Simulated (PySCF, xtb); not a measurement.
Bonds broken one at a time in the series B CH3-OH. Gas-phase values, no solvent. One relaxed conformer stands for each flexible species; it need not be the lowest. Strings in code marks are SMILES.

Quantity: homolytic bond dissociation enthalpy at 298 K (no spin–orbit term), in kJ/mol. Thermal and zero-point terms are GFN2-xTB rigid-rotor harmonic values (xtb).

Level 1: PBE0-D4/def2-TZVP (PySCF)
Level 2: B3LYP/6-311+G** // PBE0-D4/def2-TZVP (PySCF)
Level 3: B3LYP/6-31G* // PBE0-D4/def2-TZVP (PySCF)
Level 4: SVWN5/6-31G* // PBE0-D4/def2-TZVP (PySCF)

| species | level 1 | level 2 | level 3 | level 4 |
|---|---|---|---|---|
| C–B bond of `CB(O)O` (O–B–O–H torsion 180°, O–B–O–H torsion 0°), giving `O[B]O` (H–O–B–O torsion 180°, O–B–O–H torsion 0°) and `[CH3]` | 431.6 | 417.5 | 433.6 | 514.4 |
| C–B bond of `CB(C)C`, giving `C[B]C` and `[CH3]` | 418.9 | 401.3 | 416.0 | 499.6 |
| B–O bond of `CB(O)O` (O–B–O–H torsion 180°, O–B–O–H torsion 0°), giving `C[B]O` (C–B–O–H torsion 0°) and `[OH]` | 610.1 | 595.6 | 614.4 | 723.5 |
| C–B bond of `CB(C)O` (C–B–O–H torsion 179°), giving `C[B]O` (C–B–O–H torsion 0°) and `[CH3]` | 425.5 | 409.8 | 424.7 | 506.4 |
| O–B bond of `OB(O)O`, giving `O[B]O` (H–O–B–O torsion 180°, O–B–O–H torsion 0°) and `[OH]` | 605.4 | 592.0 | 610.5 | 716.9 |
| B–O bond of `CB(C)O` (C–B–O–H torsion 179°), giving `C[B]C` and `[OH]` | 609.7 | 594.2 | 615.9 | 728.6 |
